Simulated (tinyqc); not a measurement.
CIS on RHF in the sto-3g basis, for H2O, spin multiplicity 1, step by step. One step of it, computed by the program tinyqc.

Question. CIS matrix, singlets. A(ia,jb) = (e_a - e_i) d_ij d_ab + 2 (ia|jb) - (ij|ab).

orbital energies (hartree): MO1 -20.264252, MO2 -1.230564, MO3 -0.556603, MO4 -0.456126, MO5 -0.392228, MO6 0.515819, MO7 0.619628

Two-electron integrals over orbitals (pq|rs), unique and non-zero (hartree):
```
p,q,r,s,(pq|rs)
1,1,1,1,4.746195
2,1,1,1,-0.423971
2,1,2,1,0.059989
2,2,1,1,1.013307
2,2,2,1,-0.014332
2,2,2,2,0.725254
3,1,1,1,-0.021770
3,1,2,1,0.002675
3,1,2,2,-0.002131
3,1,3,1,0.011218
3,2,1,1,0.013076
3,2,2,1,-0.001225
3,2,2,2,-0.005368
3,2,3,1,0.017364
3,2,3,2,0.134776
3,3,1,1,0.782804
3,3,2,1,-0.004782
3,3,2,2,0.628918
3,3,3,1,0.000591
3,3,3,2,0.001181
3,3,3,3,0.610228
4,1,1,1,0.176922
4,1,2,1,-0.022764
4,1,2,2,0.013895
4,1,3,1,-0.001640
4,1,3,2,-0.000123
4,1,3,3,0.005985
4,1,4,1,0.025226
4,2,1,1,-0.147109
4,2,2,1,0.008655
4,2,2,2,-0.015292
4,2,3,1,-0.000010
4,2,3,2,-0.002113
4,2,3,3,0.003363
4,2,4,1,0.017577
4,2,4,2,0.127707
4,3,1,1,-0.022313
4,3,2,1,0.000844
4,3,2,2,-0.008395
4,3,3,1,-0.003193
4,3,3,2,0.023282
4,3,3,3,-0.006475
4,3,4,1,0.001208
4,3,4,2,0.011295
4,3,4,3,0.054291
4,4,1,1,0.943640
4,4,2,1,-0.011827
4,4,2,2,0.660308
4,4,3,1,0.000054
4,4,3,2,0.011320
4,4,3,3,0.577329
4,4,4,1,-0.009032
4,4,4,2,-0.094949
4,4,4,3,-0.008388
4,4,4,4,0.716793
5,1,5,1,0.025985
5,2,5,1,0.032901
5,2,5,2,0.147931
5,3,5,1,0.001612
5,3,5,2,0.005669
5,3,5,3,0.027851
5,4,5,1,-0.012819
5,4,5,2,-0.046501
5,4,5,3,-0.003117
5,4,5,4,0.050934
5,5,1,1,1.115352
5,5,2,1,-0.011962
5,5,2,2,0.751186
5,5,3,1,-0.000610
5,5,3,2,0.006690
5,5,3,3,0.614939
5,5,4,1,0.004977
5,5,4,2,-0.079399
5,5,4,3,-0.012649
5,5,4,4,0.697079
5,5,5,5,0.880159
6,1,1,1,0.196400
6,1,2,1,-0.029858
6,1,2,2,0.001028
6,1,3,1,-0.004268
6,1,3,2,-0.004131
6,1,3,3,-0.000993
6,1,4,1,-0.002181
6,1,4,2,-0.020600
6,1,4,3,-0.000599
6,1,4,4,0.016493
6,1,5,5,0.005256
6,1,6,1,0.026968
6,2,1,1,-0.265548
6,2,2,1,0.005733
6,2,2,2,-0.129923
6,2,3,1,-0.002488
6,2,3,2,-0.014248
6,2,3,3,-0.070923
6,2,4,1,-0.018194
6,2,4,2,-0.028436
6,2,4,3,0.008108
6,2,4,4,-0.061971
6,2,5,5,-0.139549
6,2,6,1,0.010800
6,2,6,2,0.094921
6,3,1,1,-0.088230
6,3,2,1,0.001807
6,3,2,2,-0.040237
6,3,3,1,-0.003137
6,3,3,2,0.028991
6,3,3,3,-0.026641
6,3,4,1,-0.000508
6,3,4,2,0.018972
6,3,4,3,0.033669
6,3,4,4,-0.027031
6,3,5,5,-0.048908
6,3,6,1,-0.000168
6,3,6,2,0.023522
6,3,6,3,0.072402
6,4,1,1,-0.257804
6,4,2,1,0.003357
6,4,2,2,-0.116976
6,4,3,1,0.002232
6,4,3,2,0.017562
6,4,3,3,-0.049651
6,4,4,1,-0.000331
6,4,4,2,0.051835
6,4,4,3,0.013845
6,4,4,4,-0.128274
6,4,5,5,-0.141580
6,4,6,1,-0.003086
6,4,6,2,0.054053
6,4,6,3,0.039173
6,4,6,4,0.097515
6,5,5,1,-0.012998
6,5,5,2,-0.050337
6,5,5,3,-0.007269
6,5,5,4,-0.004042
6,5,6,5,0.034786
6,6,1,1,0.802446
6,6,2,1,-0.007539
6,6,2,2,0.603938
6,6,3,1,0.002547
6,6,3,2,0.040585
6,6,3,3,0.560136
6,6,4,1,0.017889
6,6,4,2,0.046509
6,6,4,3,0.028715
6,6,4,4,0.556791
6,6,5,5,0.588120
6,6,6,1,-0.009421
6,6,6,2,-0.091161
6,6,6,3,0.016774
6,6,6,4,-0.040145
6,6,6,6,0.615839
7,1,1,1,0.061826
7,1,2,1,-0.009664
7,1,2,2,-0.000510
7,1,3,1,0.013856
7,1,3,2,0.021388
7,1,3,3,0.001339
7,1,4,1,0.000758
7,1,4,2,-0.004336
7,1,4,3,-0.004538
7,1,4,4,0.004200
7,1,5,5,0.001611
7,1,6,1,0.002771
7,1,6,2,-0.002289
7,1,6,3,-0.003916
7,1,6,4,0.002055
7,1,6,6,0.002855
7,1,7,1,0.020251
7,2,1,1,-0.086846
7,2,2,1,0.001708
7,2,2,2,-0.041991
7,2,3,1,0.014289
7,2,3,2,0.046190
7,2,3,3,-0.015153
7,2,4,1,-0.004043
7,2,4,2,-0.000559
7,2,4,3,-0.032188
7,2,4,4,-0.026500
7,2,5,5,-0.044796
7,2,6,1,-0.002370
7,2,6,2,0.010138
7,2,6,3,-0.025421
7,2,6,4,0.019854
7,2,6,6,-0.030378
7,2,7,1,0.017507
7,2,7,2,0.068724
7,3,1,1,0.353876
7,3,2,1,-0.006908
7,3,2,2,0.145985
7,3,3,1,-0.000084
7,3,3,2,0.021203
7,3,3,3,0.086323
7,3,4,1,-0.000556
7,3,4,2,-0.078461
7,3,4,3,0.000299
7,3,4,4,0.139433
7,3,5,5,0.190422
7,3,6,1,0.005872
7,3,6,2,-0.063047
7,3,6,3,-0.018189
7,3,6,4,-0.088516
7,3,6,6,0.053969
7,3,7,1,0.001863
7,3,7,2,-0.028424
7,3,7,3,0.155452
7,4,1,1,-0.040510
7,4,2,1,0.000523
7,4,2,2,-0.014701
7,4,3,1,-0.008665
7,4,3,2,-0.073237
7,4,3,3,-0.008630
7,4,4,1,-0.000894
7,4,4,2,0.002547
7,4,4,3,-0.007107
7,4,4,4,-0.024171
7,4,5,5,-0.021452
7,4,6,1,0.003011
7,4,6,2,0.015968
7,4,6,3,-0.041209
7,4,6,4,-0.005218
7,4,6,6,-0.038514
7,4,7,1,-0.011047
7,4,7,2,-0.011720
7,4,7,3,-0.030331
7,4,7,4,0.068688
7,5,5,1,-0.004068
7,5,5,2,-0.015884
7,5,5,3,0.022478
7,5,5,4,0.001244
7,5,6,5,0.003207
7,5,7,5,0.025226
7,6,1,1,-0.003811
7,6,2,1,0.000324
7,6,2,2,0.005297
7,6,3,1,-0.006914
7,6,3,2,-0.075730
7,6,3,3,-0.003697
7,6,4,1,0.003603
7,6,4,2,0.012848
7,6,4,3,-0.048904
7,6,4,4,-0.014291
7,6,5,5,-0.002830
7,6,6,1,-0.001035
7,6,6,2,-0.009488
7,6,6,3,-0.047030
7,6,6,4,-0.019449
7,6,6,6,-0.038968
7,6,7,1,-0.009077
7,6,7,2,0.005577
7,6,7,3,-0.026745
7,6,7,4,0.047702
7,6,7,6,0.086744
7,7,1,1,0.835943
7,7,2,1,-0.008564
7,7,2,2,0.613570
7,7,3,1,-0.005010
7,7,3,2,-0.046663
7,7,3,3,0.591870
7,7,4,1,0.004968
7,7,4,2,-0.012073
7,7,4,3,-0.030999
7,7,4,4,0.577028
7,7,5,5,0.608718
7,7,6,1,0.004040
7,7,6,2,-0.061763
7,7,6,3,-0.051756
7,7,6,4,-0.057848
7,7,6,6,0.534096
7,7,7,1,-0.004644
7,7,7,2,-0.016370
7,7,7,3,0.072020
7,7,7,4,0.024541
7,7,7,6,0.041053
7,7,7,7,0.625179
```

Give: CIS matrix A, singlet.

Answer.

CIS matrix A, singlet (hartree):
```
,1>6,1>7,2>6,2>7,3>6,3>7,4>6,4>7,5>6,5>7
1>6,20.032,0.009,0.029,-0.005,-0.003,0.019,-0.024,0.002,0.000,0.000
1>7,0.009,20.088,-0.005,0.044,-0.001,0.009,0.001,-0.027,0.000,0.000
2>6,0.029,-0.005,1.332,0.015,0.006,-0.050,0.062,0.019,0.000,0.000
2>7,-0.005,0.044,0.015,1.374,0.025,-0.010,0.027,-0.011,0.000,0.000
3>6,-0.003,-0.001,0.006,0.025,0.657,-0.033,0.050,-0.034,0.000,0.000
3>7,0.019,0.009,-0.050,-0.010,-0.033,0.895,-0.128,-0.030,0.000,0.000
4>6,-0.024,0.001,0.062,0.027,0.050,-0.128,0.610,0.004,0.000,0.000
4>7,0.002,-0.027,0.019,-0.011,-0.034,-0.030,0.004,0.636,0.000,0.000
5>6,0.000,0.000,0.000,0.000,0.000,0.000,0.000,0.000,0.389,0.009
5>7,0.000,0.000,0.000,0.000,0.000,0.000,0.000,0.000,0.009,0.454
```
